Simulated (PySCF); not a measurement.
Molecule: `ClC(F)(Cl)Cl`, CCl3F.

Geometry:
| atom | x (Å) | y (Å) | z (Å) |
| --- | --- | --- | --- |
| F1 | -0.996 | 0.975 | -0.124 |
| C2 | -0.052 | 0.051 | -0.007 |
| Cl3 | 0.609 | 0.127 | 1.630 |
| Cl4 | -0.774 | -1.534 | -0.303 |
| Cl5 | 1.213 | 0.381 | -1.195 |

Geometry PBE0-D3(BJ)/def2-SVP throughout; GIAO in PySCF 2.14, gas phase, one conformer, non-relativistic; equivalent atoms averaged; functional PBE0.

Task: How do the absolute shieldings σ depend on the basis set? (ppm; last column core-seconds on shared hosts with different chips, so compare them loosely)

Result: 
| basis set | functions | F1 | C2 | Cl3/Cl4/Cl5 | core-s |
| --- | --- | --- | --- | --- | --- |
| STO-3G | 37 | 304.4 | 118.2 | 808.2 | 1.7 |
| 6-31G | 57 | 177.4 | 58.3 | 407.8 | 3.5 |
| pcSseg-0 | 57 | 178.4 | 32.5 | 425.3 | 2.9 |
| 6-31G* | 82 | 198.9 | 58.2 | 434.1 | 4.8 |
| def2-SVP | 82 | 214.6 | 48.6 | 510.4 | 4.1 |
| cc-pVDZ | 82 | 200.9 | 50.4 | 474.7 | 4.6 |
| pcSseg-1 | 106 | 177.2 | 41.4 | 394.2 | 4.5 |
| aug-cc-pVDZ | 127 | 194.1 | 53.1 | 449.8 | 7.5 |
| 6-311+G(2d,p) | 159 | 174.8 | 44.1 | 400.5 | 10 |
| cc-pVTZ | 162 | 182.6 | 43.4 | 447.9 | 11 |
| def2-TZVP | 173 | 178.9 | 41.3 | 383.8 | 12 |
| pcSseg-2 | 201 | 175.8 | 36.1 | 401.9 | 13 |
| IGLO-III | 202 | 174.6 | 37.9 | 393.0 | 12 |

Task: Which nucleus moves most, in ppm?

Result: Cl3/Cl4/Cl5 (chlorine bonded to C): from 383.8 ppm with def2-TZVP to 808.2 ppm with STO-3G. The smallest spread is 85.7 ppm, at C2.

Task: Taking the largest basis, IGLO-III (202 functions), as the yardstick, rank the others by their worst heavy-atom deviation.

Result: pcSseg-1 3.5 ppm (106 functions), 6-311+G(2d,p) 7.5 ppm (159 functions), pcSseg-2 8.9 ppm (201 functions), def2-TZVP 9.2 ppm (173 functions), 6-31G 20.4 ppm (57 functions), pcSseg-0 32.3 ppm (57 functions), 6-31G* 41.1 ppm (82 functions), cc-pVTZ 54.9 ppm (162 functions), aug-cc-pVDZ 56.8 ppm (127 functions), cc-pVDZ 81.7 ppm (82 functions), def2-SVP 117.4 ppm (82 functions), STO-3G 415.2 ppm (37 functions).

A small basis that lands close on one nucleus may do so by chance; judge by the trend and by all nuclei.
